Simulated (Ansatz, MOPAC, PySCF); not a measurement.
Molecule: hydrogen cyanide, CHN (charge 0, singlet). SMILES: C#N
Coordinates optimised at B3LYP-D3(BJ)/def2-TZVP (Ansatz, an electronic-structure program):
```xyz
3

C      0.0000     0.0000    -0.4969
N      0.0000     0.0000     0.6493
H      0.0000     0.0000    -1.5636
```

Unscaled harmonic wavenumbers (cm⁻¹) in rising order, each level at the stationary point that it reaches from this structure (no distance between atoms moves by over 0.3 Å); the order of modes can differ between levels, and a negative number is imaginary. B3LYP-D3(BJ)/def2-TZVP (PySCF, at the structure above): 767, 767, 2203, 3445.

PM3 (MOPAC): 856, 856, 2285, 3297. Zero-point energy 10.4 against 10.3 kcal/mol; where all levels lie over 400 cm⁻¹, the wavenumbers are on average 1.057 times those of B3LYP-D3(BJ)/def2-TZVP.

PM7 (MOPAC): 977, 977, 2302, 2830. Zero-point energy 10.1 against 10.3 kcal/mol; where all levels lie over 400 cm⁻¹, the wavenumbers are on average 1.103 times those of B3LYP-D3(BJ)/def2-TZVP.

HF/6-31G* (Ansatz): 889, 889, 2438, 3679. Zero-point energy 11.3 against 10.3 kcal/mol; where all levels lie over 400 cm⁻¹, the wavenumbers are on average 1.123 times those of B3LYP-D3(BJ)/def2-TZVP.
